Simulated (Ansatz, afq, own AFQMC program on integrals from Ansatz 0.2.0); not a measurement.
Integrals from Ansatz 0.2.0, then the random walk in our own AFQMC program (afq).

```yaml
crystal:
  periodic: [false, false, false]
  atoms:
    - {symbol: B, position_ang: [-0.174777, 0.000000, 0.093770]}
    - {symbol: C, position_ang: [0.115877, 0.000000, -1.341248]}
    - {symbol: H, position_ang: [0.058900, 0.000000, 1.247479]}
basis:
  gaussian: {orbitals: 6-31G}
magnetization: {spin_polarized: false}
correlation: {method: ccsd_t, electrons: outside_noble_gas, hamiltonian_folder: ham}
```

```sh
$ ansatz run in.yaml --threads 1 --pin off --events-out ev --progress --plain --max-ram 16896MiB --backend cuda --devices 0, --max-vram 18GiB
```

afq runs on the folder ham with

```
--method free --trial cisd --walkers 4000 --time-step 0.03 --max-blocks 4000 --target-error 0.00034 --factor-cut 1e-05 --seed 3600 --times 0,0.3,0.6,1.2,1.8,2.4,3.6,4.8,6 --taylor-order 8
```

Times are imaginary, in 1/Eh. The walk had a cap of 61 s.

afq prints:

```
orbitals 18  electrons 4 4  factors 113 of 285
reference energy -62.86247500 Eh
CCSD correlation -0.14214148 Eh in 21 cycles, weight of the determinant in the CISD state 0.8190
repeat  energy at the last time / Eh  error
    10  -63.011350  0.000414
    20  -63.011409  0.000286
    30  -63.011401  0.000262
time / (1/Eh)  energy / Eh  error  mean overlap
  0.00  -63.004641  0.000072  1.2212
  0.30  -63.007508  0.000076  1.2201
  0.60  -63.008831  0.000064  1.2222
  1.20  -63.010085  0.000067  1.2258
  1.80  -63.010483  0.000063  1.2319
  2.40  -63.010885  0.000078  1.2371
  3.60  -63.011055  0.000106  1.2468
  4.80  -63.011106  0.000178  1.2605
  6.00  -63.011398  0.000254  1.2729
energy -63.011398 +/- 0.000254 Eh
```

The run passed its tests (error under three times the target), which doesn't prove that it has relaxed.

Against this walk (error 6.9 meV) on the same determinant: CCSD(T) 42.0 meV higher, CCSDT(Q) 29.8 meV lower, CCSDTQ 36.2 meV lower, full CI 38.9 meV lower. The error is statistical, and a free projection of finite length keeps a remainder of its start. The projection is still falling at its last time (meV from the last point: 24.9 ± 1.7 at 1.80, 14.0 ± 2.1 at 2.40, 9 ± 3 at 3.60, 8 ± 5 at 4.80, 0 ± 7 at 6.00), so its energy is a cut-off value, and the gaps above aren't errors of the other methods. Full CI is exact here, so the walk's 39 meV above it is the walk's own error: what remains of the start. The determinant is a poor start (see the cautions), so the low cluster orders aren't to be relied on, and full CI is the sure value.

Cautions: remainder of the start not in the error; higher spins were not checked; restricted determinant unstable towards unrestricted (UHF 1.01 eV lower, ⟨S²⟩ 1.09); the search met a lower determinant of the same kind, perhaps of another symmetry (10 meV lower), and this one is a saddle point; strong correlation (T1 0.070, weight of the determinant 0.82, largest double 0.16); the CCSDTQ amplitudes may be one of several solutions (largest double 0.59); CCSDTQ on the UHF determinant differs (999 meV lower), perhaps since the unrestricted series falls towards higher spin.

The walk took 7 s on 1 × NVIDIA H100 80GB HBM3 with 2 threads of AMD EPYC 7R13 Processor (Zen 3), on a shared host (the card was shared). The log's last line is the free-projection energy.

CCSDT and higher add their correlation energy to the determinant of the CCSD(T) run, since their own runs factorise the integrals more tightly (a shift of under 2 meV). A walk keeps the symmetry of its determinant, which the program's search chose and which needn't be the lowest solution, so a lower state of the same spin and another symmetry isn't excluded.
